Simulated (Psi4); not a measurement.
Reaction (SMILES): Cl[C]Cl (closed-shell singlet) + 3 [H][H] (H2) → C (CH4) + 2 Cl (HCl)
B3LYP-D3(BJ)/def2-TZVP geometries, fixed; electronic energies without zero-point terms.
Largest species:
```
C
H 1 1.0892
H 1 1.0892 2 109.47
H 1 1.0892 2 109.47 3 120.00
H 1 1.0892 2 109.47 3 -120.00
```
Charge 0, spin multiplicity 1.

How fast the energy of full hydrogenation converges with the basis for several methods (Psi4): deviation from each method's own reference, in kcal/mol. References: HF -138.36 kcal/mol, the value in aug-cc-pV(Q+d)Z; MP2 -133.29 kcal/mol, Hartree-Fock in aug-cc-pV(Q+d)Z plus the correlation part extrapolated as X^-3 from aug-cc-pV(T+d)Z and aug-cc-pV(Q+d)Z; PBE -124.79 kcal/mol, the value in aug-cc-pV(Q+d)Z; PBE0 -134.25 kcal/mol, the value in aug-cc-pV(Q+d)Z. Cartesian d functions, on some or all atoms, in 6-31G**, 6-31G*, 6-31+G*; all else is spherical. Density fitting with the program's default auxiliary sets. In correlated methods cores are frozen. Psi4's default fitting sets serve the pcseg sets less well. No added dispersion term, no relativity. 

```csv
basis,functions,HF,MP2,PBE,PBE0
6-31G**,53,-4.80,-2.59,-1.53,-2.79
6-31G*,53,-1.48,8.42,3.19,1.49
6-31+G*,65,-0.93,9.99,2.60,1.50
6-311G**,70,-6.50,-4.77,-5.49,-5.77
aug-pcseg-1,77,-5.34,-6.22,-2.92,-3.49
pcseg-2,98,-1.35,-2.15,-0.80,-0.97
def2-TZVP,105,0.98,3.77,2.39,1.89
aug-pcseg-3,281,-0.40,-1.21,0.08,-0.05
```

Mean absolute deviation over 6-311G**, pcseg-2, def2-TZVP: PBE0 2.88, PBE 2.89, HF 2.94, MP2 3.56 kcal/mol.
